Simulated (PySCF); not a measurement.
# Computed properties of allene (C3H4), SMILES C(=C)=C

allene (C3H4), SMILES C=C=C. The structure is a stationary point at PBE0-D3(BJ)/def2-TZVP. The values are those of a single conformer. All values are computed for the isolated molecule unless a solvent is named; none is compared with measurement here.

**Structure.** The optimised structure has D2d symmetry. All 15 harmonic modes at PBE0-D3(BJ)/def2-TZVP (PySCF) are real, so it is a minimum. With heavy atoms numbered as in [CH2:1]=[C:2]=[CH2:3], the shortest bond between them is C1–C2 at 1.299 Å and the longest C2–C3 at 1.299 Å.

**Vibrations.** The strongest infrared lines (harmonic, unscaled, degenerate partners summed) lie at 870 cm⁻¹ (120 km/mol, H 75 %, C 25 %), 2071 cm⁻¹ (92 km/mol, C 97 %), 376 cm⁻¹ (15 km/mol, C 64 %, H 36 %). The softest mode is at 376 cm⁻¹ and the zero-point energy is 34.6 kcal/mol.

**Electronic structure.** B3LYP/def2-TZVPD (PySCF) places the frontier levels at -7.51 and 0.00 eV, a gap of 7.51 eV, and gives a dipole moment of 0.00 D and a mean polarisability of 40.9 bohr³. PBE/def2-TZVPD (PySCF) at the same geometry gives -6.56 and -0.75 eV, so its gap is 1.70 eV narrower. An orbital gap is neither the optical nor the fundamental gap.

**Excitations.** TDDFT-ωB97X/def2-SVPD (PySCF) has S1 at 6.18 eV (201 nm, f = 0.000, dark); the most intense of the 10 singlets computed lies at 8.14 eV (f = 1.18). Strengths of degenerate partners are summed. T1 (TDA) is at 4.74 eV. TDDFT-PBE/def2-SVPD (PySCF) puts S1 at 5.86 eV. No vertical singlet excitation falls in the visible range (under 3.1 eV).

**NMR.** GIAO shifts at B3LYP/pcSseg-2 (PySCF) (non-relativistic, atoms alike by connectivity averaged): ¹³C from 77.4 to 233.5 ppm against TMS; ¹H at 4.9 ppm against TMS.

**Solvation.** SMD-B3LYP/def2-SVP (PySCF) gives 1.4 kcal/mol in water, -1.6 kcal/mol in acetonitrile, -0.3 kcal/mol in dimethylsulfoxide (1 M in both phases, gas-phase geometry); of these solvents acetonitrile holds the molecule best.
